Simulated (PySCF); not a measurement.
**ethyl isopropyl sulfide (SMILES CCSC(C)C)**

Molfile (atoms numbered from 1):
```
C5H12S
     RDKit          3D

 18 17  0  0  0  0  0  0  0  0999 V2000
    2.3857    0.2915    0.4352 C   0  0  0  0  0  0  0  0  0  0  0  0
    1.7011    0.9190   -0.7642 C   0  0  0  0  0  0  0  0  0  0  0  0
    0.5432   -0.1686   -1.6392 S   0  0  0  0  0  0  0  0  0  0  0  0
   -0.7490   -0.4747   -0.3810 C   0  0  0  0  0  0  0  0  0  0  0  0
   -1.4614    0.7972    0.0449 C   0  0  0  0  0  0  0  0  0  0  0  0
   -1.7044   -1.4952   -0.9830 C   0  0  0  0  0  0  0  0  0  0  0  0
    3.1237    0.9844    0.8704 H   0  0  0  0  0  0  0  0  0  0  0  0
    1.6651    0.0395    1.2285 H   0  0  0  0  0  0  0  0  0  0  0  0
    2.9049   -0.6350    0.1480 H   0  0  0  0  0  0  0  0  0  0  0  0
    2.4392    1.1813   -1.5390 H   0  0  0  0  0  0  0  0  0  0  0  0
    1.1944    1.8594   -0.4921 H   0  0  0  0  0  0  0  0  0  0  0  0
   -0.2573   -0.9328    0.4941 H   0  0  0  0  0  0  0  0  0  0  0  0
   -1.9492    1.2740   -0.8197 H   0  0  0  0  0  0  0  0  0  0  0  0
   -2.2340    0.5718    0.7985 H   0  0  0  0  0  0  0  0  0  0  0  0
   -0.7709    1.5289    0.4903 H   0  0  0  0  0  0  0  0  0  0  0  0
   -2.4977   -1.7473   -0.2620 H   0  0  0  0  0  0  0  0  0  0  0  0
   -2.1843   -1.0950   -1.8904 H   0  0  0  0  0  0  0  0  0  0  0  0
   -1.1786   -2.4221   -1.2559 H   0  0  0  0  0  0  0  0  0  0  0  0
  1  2  1  0
  2  3  1  0
  3  4  1  0
  4  5  1  0
  4  6  1  0
  1  7  1  0
  1  8  1  0
  1  9  1  0
  2 10  1  0
  2 11  1  0
  4 12  1  0
  5 13  1  0
  5 14  1  0
  5 15  1  0
  6 16  1  0
  6 17  1  0
  6 18  1  0
M  END
```

Method used: PySCF, quadratic response CAM-B3LYP/aug-cc-pVDZ first hyperpolarisability, Taylor convention, gas phase. Geometry: PBE0-D3(BJ)/def2-SVP.

Problem. What is the first hyperpolarisability, and how does it disperse?

Solution. In 10⁻³⁰ esu, Taylor convention; the vector part is βᵢ = ⅓ Σⱼ (βᵢⱼⱼ + βⱼᵢⱼ + βⱼⱼᵢ); β∥ is 3/5 of the vector part along the dipole, the dipole points from − to +:
```tsv
process	λ (nm)	β vector norm	β∥	β HRS	depolarisation ratio
static β(0;0,0)	∞	0.62	0.36	0.42	2.19
second harmonic β(−2ω;ω,ω)	1907	0.65	0.38	0.45	2.17
Pockels β(−ω;ω,0)	1907	0.63	0.37	–	–
second harmonic β(−2ω;ω,ω)	1064	0.72	0.42	0.51	2.12
Pockels β(−ω;ω,0)	1064	0.65	0.38	–	–
```

Problem. Which lowest excitations, dipole and polarisabilities go with it?

Solution. S1 5.53 eV (f = 0.003); S2 5.66 eV (f = 0.028); S3 6.14 eV (f = 0.019); dipole 1.72 D; isotropic α 86.3 au static, 86.5 au at 1907 nm, 87.0 au at 1064 nm, 87.2 au at 953.5 nm, 89.3 au at 532 nm.
